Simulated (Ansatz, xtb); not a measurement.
## H5PSSi: which of two isomers lies lower

We compare I, `P[SiH2]S`, a singlet, with II, `[SiH3]SP`, a singlet. Both are isolated molecules in the gas phase, relaxed with r2SCAN-D4/def2-SVP; the shapes shown needn't be the lowest conformers.

I (Å):

| atom | x (Å) | y (Å) | z (Å) |
| --- | --- | --- | --- |
| P | 1.2526 | 0.0068 | 1.3350 |
| S | -1.5579 | 0.3726 | -0.8967 |
| Si | -0.8361 | -0.7080 | 0.8195 |
| H | 0.7833 | 1.2171 | 1.9321 |
| H | 1.2882 | -0.7051 | 2.5765 |
| H | -0.7523 | -2.1791 | 0.5689 |
| H | -1.8613 | -0.4481 | 1.8711 |
| H | -0.5062 | 0.0425 | -1.6814 |

II (Å):

```xyz
8

P    -2.2958   -0.0560    0.1521
S    -0.7524    1.2502    0.8829
Si    0.8402   -0.1555    1.2273
H     2.0039    0.6188    1.7468
H     0.4211   -1.1852    2.2250
H     1.2094   -0.8479   -0.0437
H    -1.5244   -0.8034   -0.7973
H    -2.1968   -1.0918    1.1383
```

**Question.** Estimate E(II) − E(I) at the level CCSD(T)/def2-TZVP.

**Answer.** Calculated at CCSD(T)/def2-TZVP: E(II) − E(I) = +3.6 kcal/mol, so structure I lies lower.

The same difference at several levels:

| level | geometry | E(II) − E(I) (kcal/mol) | departure from the last row (kcal/mol) | job, with rough time for the two |
| --- | --- | --- | --- | --- |
| GFN2-xTB | GFN2-xTB | −11.6 | −15.2 | optimisation, 0.13 s |
| HF/STO-3G | GFN2-xTB | +3.9 | +0.4 | single point, 0.24 s |
| r2SCAN-D4/def2-SVP//GFN2-xTB | GFN2-xTB | +6.3 | +2.7 | single point, 2.2 s |
| r2SCAN-D4/def2-SVP | r2SCAN-D4/def2-SVP | +6.4 | +2.8 | optimisation, 23 s |
| HF/def2-TZVP | r2SCAN-D4/def2-SVP | +2.8 | −0.8 | part of the CCSD(T) run |
| MP2/def2-TZVP | r2SCAN-D4/def2-SVP | +3.1 | −0.5 | part of the CCSD(T) run |
| CCSD(T)/def2-TZVP | r2SCAN-D4/def2-SVP | +3.6 |  | single point, 17 s |

As drawn, II has 1 P–S, 1 Si–H in place of 1 P–Si, 1 S–H.

GFN2-xTB puts the two in the other order. The largest departure from CCSD(T)/def2-TZVP is that of GFN2-xTB, 15.2 kcal/mol.

With harmonic frequencies from r2SCAN-D4/def2-SVP (ideal gas, rigid rotor, one conformer each, 298.15 K, 1 atm): on the last row, ΔE + ΔZPE = +3.9, ΔH = +3.7, ΔG = +4.0 kcal/mol.

The correlated steps freeze 15 core orbitals. Mirror images aren't counted in ΔG. Codes used: Ansatz 0.2.0, xtb 6.7.1; the last row on 1 thread of Intel(R) Xeon(R) 6975P-C (Granite Rapids) on a shared host.
